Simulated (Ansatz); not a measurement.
Input file for BH5O (`[BH3-][OH2+]`):

```yaml
crystal:
  periodic: [false, false, false]
  atoms:
    - {symbol: B, position_ang: [-0.312130, -0.547118, -0.345311]}
    - {symbol: O, position_ang: [0.364112, 0.563770, 0.729894]}
    - {symbol: H, position_ang: [0.294910, -1.552710, -0.080380]}
    - {symbol: H, position_ang: [-1.471841, -0.533979, -0.021528]}
    - {symbol: H, position_ang: [-0.074741, -0.072542, -1.433060]}
    - {symbol: H, position_ang: [-0.041890, 1.424190, 0.575337]}
    - {symbol: H, position_ang: [1.302880, 0.650389, 0.529247]}
basis:
  gaussian: {orbitals: cc-pV(Q+d)Z}
correlation: {method: ccsd_t}
```

```sh
$ ansatz run in.yaml --threads 4 --pin off --events-out ev --progress --plain --max-ram 10444MiB
```

Log, shortened:

```
Functional definition: HF
1515 factors; integrals over basis functions are off by at most 9.5e-4 eV
mean field evaluation 1: about -2786.7537 eV, gradient 2.8e1 eV
mean field evaluation 2: about -2786.7545 eV, gradient 2.8e1 eV
mean field evaluation 4: about -2788.4988 eV, gradient 3.1e0 eV
mean field evaluation 8: about -2788.5247 eV, gradient 1.2e-4 eV
mean field -2788.52470258 eV, -102.4763926899 hartree, gradient 7.0e-7 eV, S^2 0.000000; 0 other end points of the search recorded, 0 dependent functions left out
2 core orbitals not correlated: weight in the atoms' cores, before any rotation towards them, 1.000 or more for the frozen orbitals, at most 0.000 for the correlated occupied ones
reference -2788.52470258 eV, -102.4763926899 hartree; 7, 7 occupied and 251, 251 virtual orbitals, 1515 factors
second order -11.40097298 eV of doubles, -0.00000000 eV of singles
cycle   1  -11.63874071 eV  change   -2.4e-1 eV  update   6.1e-2
cycle   2  -11.91758356 eV  change   -2.8e-1 eV  update   1.7e-2
cycle   3  -11.95557284 eV  change   -3.8e-2 eV  update   6.9e-3
cycle   4  -11.95133183 eV  change    4.2e-3 eV  update   1.4e-3
cycle   5  -11.95187966 eV  change   -5.5e-4 eV  update   5.5e-4
cycle   6  -11.95192273 eV  change   -4.3e-5 eV  update   1.5e-4
cycle   7  -11.95185433 eV  change    6.8e-5 eV  update   5.3e-5
cycle   8  -11.95185613 eV  change   -1.8e-6 eV  update   2.1e-5
cycle   9  -11.95186122 eV  change   -5.1e-6 eV  update   6.8e-6
perturbative correction -0.37809911 eV, -0.0138948861 hartree
Total energy: -2800.85466292 eV, -102.9295103747 hartree
```

It took 51 s on 4 threads of an Arm Neoverse V1 on a shared host, with 6.2 GiB of host memory at the peak.

MP2 recovers 92.5 % of the CCSD(T) correlation energy and the triples give 3.1 %; T1 = 0.0090.
